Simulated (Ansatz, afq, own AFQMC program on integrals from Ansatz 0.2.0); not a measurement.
# SiH2, triplet: AFQMC among the cluster methods

```
atom   x (Å)    y (Å)    z (Å)
  Si  0.0000  -0.0486  -0.0037
   H  0.0000   0.6443  -1.1728
   H  0.0000   0.7091   1.2747
```

Basis cc-pVDZ. Only valence electrons are correlated. Ansatz 0.2.0 and our own AFQMC program on the same integrals; the CISD trial comes from CCSD amplitudes, and released means the phaseless constraint is let go. Error bars are statistical, one sigma.

Determinant: UHF, the one that the program's search chose, which needn't be the lowest solution. The geometry is a point of a scan.

Full CI on the same integrals is exact in this basis and with this determinant's frozen core.

Cautions: lower spins were not checked.

The T1 diagnostic is 0.0142. The weight of the determinant in the CISD state is 0.941 and the ⟨S²⟩ of the determinant is 2.006. The size of the correlated space is 6 electrons in 23 orbitals.

```csv
level,correlation energy (eV)
MP2,-1.9644
CCSD,-2.5504
CCSD(T),-2.5977
```

Task: Estimate where phaseless AFQMC with a CISD trial lies against CCSD(T) on the same integrals.

Result: 1.3 ± 0.1 kJ/mol below CCSD(T).

Reference: full CI, correlation energy -2.614 eV. The released energy is read at 2.40 1/Eh (meV from the phaseless value at times in 1/Eh: 0.0 ± 0.9 at 0.24, -0.7 ± 0.7 at 0.51, -1.3 ± 0.6 at 0.99, -2.1 ± 0.5 at 1.62, -2.0 ± 0.6 at 2.40).

```tsv
level	E − E(reference) (kJ/mol)	share of correlation (%)
CCSD(T)	1.5	99.39
CCSDT	0.1	99.96
CCSDT(Q)	0.0	99.99
CCSDTQ	0.0	100.00
ph-AFQMC/CISD	0.2 ± 0.1	99.91
released AFQMC	0.0 ± 0.05	99.99
```

CCSDT and higher add their correlation energy to the determinant of the CCSD(T) run, since their own runs factorise the integrals more tightly (a shift of under 2 meV). A walk keeps the symmetry of its determinant, which the program's search chose and which needn't be the lowest solution, so a lower state of the same spin and another symmetry isn't excluded. Released energies are given only where the last usable release times agree within the noise; a slower fall can still hide under it.
